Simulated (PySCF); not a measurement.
Structure problem from calculated spectra and properties.

Formula: C3H4ClN.

* Polarisability: 59.7 au [CAM-B3LYP/def2-SVPD]
* Dipole: 2.72 D [CAM-B3LYP/def2-SVPD]
* NMR, other nuclei: isotropic shieldings of nuclei other than C and H, by class: -94 (1 N), 767 (1 Cl) ppm [GIAO PBE0/pcSseg-1]
* Valence photoelectron: vertical ionisation energy: 10.12 eV [ΔSCF CAM-B3LYP/def2-SVPD]
* Rotational structure: rotational constants A, B, C: 5.475, 3.830, 2.253 GHz [PBE0-D3(BJ)/def2-SVP]
* Triplet: lowest triplet excitation (Tamm–Dancoff): 3.42 eV [TDA CAM-B3LYP/def2-SVPD]
* UV, first state: lowest singlet excitation: 4.84 eV (256 nm, f = 0.004) [TDDFT CAM-B3LYP/def2-SVPD]
* 13C NMR: chemical shifts (computed TMS as zero) by class: 166.4 (1 C), 150.8 (1 C), 128.6 (1 C) ppm [GIAO PBE0/pcSseg-1]
* 1H NMR: chemical shifts (computed TMS as zero) by class: 10.77 (1 H), 7.73 (1 H), 6.07 (1 H), 5.83 (1 H) ppm [GIAO PBE0/pcSseg-1]

The electronic properties come from PySCF, for the isolated species, density fitting. Levels stand in brackets. One conformer (not necessarily the lowest) at the PBE0-D3(BJ)/def2-SVP geometry, without solvent, vibrations or thermal averaging. NMR classes are plain means over equivalent atoms (diastereotopic ones count apart unless rotation or inversion swaps them), as if these changed places fast.

Question: Propose a structure and show how it fits.

Answer: Numbering: `[H]/[N:5]=[CH:4]\[C:2](=[CH2:1])[Cl:3]`. Its formula, C3H4ClN, gives 2 degrees of unsaturation: 0 rings and 2 π bonds in the structure found. 3 carbons fall into 3 classes; from least to most shielded: imine carbon [C4] (166.4 ppm), vinylic C–Cl carbon [C2] (150.8 ppm), terminal =CH2 carbon [C1] (128.6 ppm). Hydrogen classes from least to most shielded: 1 H on an imine nitrogen, N5 (10.77 ppm), 1 H on an imine carbon, C4 (7.73 ppm), 1 H on a terminal =CH2 carbon, C1 (6.07 ppm), 1 H on a terminal =CH2 carbon, C1 (5.83 ppm). The other shieldings belong to: -94 ppm, imine nitrogen [N5]; 767 ppm, vinyl chlorine [Cl3]. S1 is mainly HOMO−1→LUMO (weight 0.92); the largest Löwdin shares of the orbital it empties are 0.63 on the imine nitrogen, 0.14 on the imine carbon, 0.08 on the N–H hydrogen and 0.06 on the vinylic C–Cl carbon, of the orbital it fills 0.28 on the terminal =CH2 carbon, 0.22 on the imine nitrogen, 0.20 on the vinylic C–Cl carbon and 0.16 on the imine carbon. The first electron is taken from the HOMO, whose largest Löwdin shares are 0.29 on the terminal =CH2 carbon, 0.25 on the vinylic C–Cl carbon, 0.22 on the vinyl chlorine and 0.12 on the imine nitrogen. The optimised geometry has point group Cs and is an asymmetric top. Structure: `[H]/N=C\C(=C)Cl`. Computed isomers that give other values at the same levels: `N#CCCCl` (13C chemical shifts (computed TMS as zero) by class: 120.6 (1 C), 44.1 (1 C), 22.1 (1 C) ppm); `C[C@@H](Cl)C#N` (lowest singlet excitation: 6.77 eV (183 nm, f = 0.000)); `C=N/C=C/Cl` (rotational constant A: 22.770 GHz; this holds for the one conformer computed). The assignments are read from this structure; whether some other isomer fits the data as well wasn't checked.

Conformer computed: `[H]/[N:5]=[CH:4]\[C:2](=[CH2:1])[Cl:3]`: C1–C2–C4–N5 180°.
